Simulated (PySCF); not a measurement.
Gas-phase reaction: 4 NH3 + i-Si4H10 ⇌ 4 H3SiNH2 + H2

Method: PySCF energies plus ideal-gas RRHO corrections (1 bar). † marks an energy on the PBE0/def2-TZVP geometry and frequencies; other levels use their own. All species are closed-shell singlets. B3LYP is the form with VWN-RPA correlation. H3SiNH2: computed as isolated molecules; such fragments, hydroxides, amides, oligomers or adducts are transient or little studied in the gas.

```csv
level,"ΔH°(298 K), kJ"
B3LYP/def2-TZVP†,…
HF/def2-TZVP†,…
M06-2X/def2-TZVP†,…
PBE/def2-TZVP†,-109
PBE0/def2-TZVP,-125
ωB97M-V/def2-TZVP†,-176
```

Q: Complete the blanks.

A: 
- B3LYP/def2-TZVP†, ΔH°(298 K), kJ: -171
- HF/def2-TZVP†, ΔH°(298 K), kJ: -217
- M06-2X/def2-TZVP†, ΔH°(298 K), kJ: -200
